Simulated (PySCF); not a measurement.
A species of formula C7H7 (doublet) has this rotational fingerprint, computed with PySCF, PBE0-D3(BJ)/def2-SVP geometry optimisation, gas phase:

```
Rotational constants : A = 5059, B = 3071, C = 1959 MHz
Dipole components    : |μa| = 0.44 D, |μb| = 0.63 D, |μc| = 0.00 D
Inertial defect      : -6.46 u·Å²
κ                    : -0.28
```

Problem. Which structure is it? (One computed conformer of each.)
A. `[C:1]1=[CH:2][CH:3]=[CH:4][CH2:5][CH:6]=[CH:7]1` (doublet state) with C1–C2–C3–C4 33°, C3–C4–C5–C6 -69°, C4–C5–C6–C7 65°, C2–C1–C7–C6 -33°
B. tropyl radical, `[CH]1C=CC=CC=C1`
C. `C1C2=CC=CC[C]21` [radical]

Solution. C. It is C1=CC[C]2CC2=C1, an asymmetric top, point group Cs. The candidates at the same level (rigid rotor, commonest isotopes):

```csv
SMILES,A (MHz),B (MHz),C (MHz),μa (D),μb (D),μc (D),Δ (u·Å²),point group,rotor
C1=CC[C]2CC2=C1,5059,3071,1959,0.44,0.63,0.00,-6.46,Cs,asymmetric top
[CH]1C=CC=CC=C1,3718,3713,1858,0.03,0.03,0.00,0.00,C2v,–
[C]1=CC=CCC=C1,4044,3606,2104,0.26,1.04,0.36,-24.88,–,asymmetric top
```

`[CH]1C=CC=CC=C1` has A 27 % too low; `[C]1=CC=CCC=C1` has A 20 % too low. In the right answer the mirror of this Cs structure is the ab plane, so μc vanishes by symmetry (the 0.01 D computed is a residue). No structure here is proved a minimum.
